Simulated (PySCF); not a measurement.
Ionisation of N-methylmethanimine

System: N-methylmethanimine, `C=NC` (C2H5N). Atom numbers as in the mapped SMILES `[CH2:1]=[N:2][CH3:3]`.

These are calculated values, ωB97X-D3(BJ)/ma-def2-TZVP in PySCF (grid level 2) at geometries from PBE0-D3(BJ)/def2-SVP. Thermal corrections: PBE0-D3(BJ)/def2-SVP frequencies, unscaled, ideal gas at 298.15 K and 1 bar, quasi-RRHO entropy.

Frontier levels of the parent: HOMO -9.91 eV, LUMO 1.20 eV.

Oxidation to the radical cation:
- Vertical ionisation energy (electronic): 9.91 eV
- Adiabatic ionisation energy (with zero-point energy): 9.03 eV
- Adiabatic, electronic part: 9.12 eV
- Vertical gap at the product's structure: 8.07 eV
- Inner reorganisation energy (four-point): 1847 meV
- Relaxation of product / of parent: 797 / 1050 meV
- ⟨S²⟩ of the product: 0.760
- Largest spin populations: N2 0.87, C1 -0.12, H (on C1) 0.09, H (on C3) 0.08
- Largest changes of atomic charge: N2 0.39, H (on C1) 0.14, H (on C3) 0.13, H (on C1) 0.11
- Distances that move most (Å): N2–C3 1.435 → 1.394; C1–N2 1.261 → 1.235; C1–H 1.100 → 1.107
- Potential in THF: 6.70 V absolute, 1.95 V against Fc+/Fc computed at 4.74 V (solvation -12 → -234 kJ/mol)

Solvents are IEF-PCM continua (electrostatics only, gas-phase structures); absolute potentials refer to an electron at rest in vacuum. Fc+/Fc in THF, 4.74 V, is ωB97X-D3(BJ)/ma-def2-TZVP on PBE0-D3(BJ)/def2-SVP structures with GFN2-xTB thermal terms. Benchmark calculations put it near 5.0 V in acetonitrile and DMSO, so it is about 0.3 V low, and the value against it can read up to that much too high.

Measured values (NIST Chemistry WebBook, evaluated or the median of agreeing entries): vertical ionisation energy 9.95 eV (computed 9.91, difference -0.04); adiabatic ionisation energy 9.35 eV (computed 9.03, difference -0.32).

Structures, frequencies and single points took 2.1 min of wall time on 1 thread of Arm Neoverse V2 (shared host), launched as `OMP_NUM_THREADS=1 python redox_run.py task.json out`.

Differences come from unrounded values, so a last digit can differ from that of the printed terms.
